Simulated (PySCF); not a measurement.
## boron monofluoride: calculation against experiment

**The experiment to reproduce.**

NIST CCCBDB Release 22 (SRD 101), experimental dipoles lists, for the gas: dipole moment 0.5 ± 0.2 D.

From Liu, Meijer, Perez-Rios, Phys. Chem. Chem. Phys. 22 (2020) 24191, for the gas: dipole moment 0.5 D.

How close the calculation comes is told at the end.

Compound: boron monofluoride, BF (singlet state).
Numbering: `[B:1][F:2]`

Cartesian coordinates in Å at the PBE0-D3(BJ)/def2-SVP level; atoms count from 1:
```
atom  x, y, z in Å
B1     0.634   -0.007   -0.004
F2    -0.629    0.010   -0.024
```

The PySCF runs (gas phase, on this PBE0-D3(BJ)/def2-SVP geometry; no spin–orbit coupling):

```json
{"level": "PBE0-D3(BJ)/def2-SVP, grid level 1", "job": "geometry optimisation from a GFN2-xTB start", "basis functions": "28"}
{"level": "PBE0/pcSseg-1", "job": "shieldings, charges and field gradients, density and orbital grids written", "basis functions": "34"}
{"level": "B3LYP/pcJ-1", "job": "spin–spin couplings from 2 perturbed nuclei", "basis functions": "54"}
```

Results beside the measurements:

**Dipole moment.** Measured: 0.5 D (NIST CCCBDB Release 22 (SRD 101), experimental dipoles) and 0.5 D (Liu, Meijer, Perez-Rios, Phys. Chem. Chem. Phys. 22 (2020) 24191). Differences are taken against the first.

```json
{"level": "PBE0-D3(BJ)/def2-SVP", "computed (D)": "1.20", "computed − measured (D)": "+0.70", "% (from the printed values)": "+140"}
{"level": "PBE0/pcSseg-1", "computed (D)": "1.01", "computed − measured (D)": "+0.51", "% (from the printed values)": "+102"}
{"level": "B3LYP/pcJ-1", "computed (D)": "0.99", "computed − measured (D)": "+0.49", "% (from the printed values)": "+98"}
```

Closest is B3LYP/pcJ-1 (+0.49 D), furthest PBE0-D3(BJ)/def2-SVP (+0.70 D); one molecule doesn't rank methods. All 3 levels lie above the measurement. The computed dipoles belong to one fixed geometry; measured ones are averaged over vibrations unless marked μe. Magnitudes are compared, not signs.

No measured geometry was used, and the causes of the misses weren't examined.
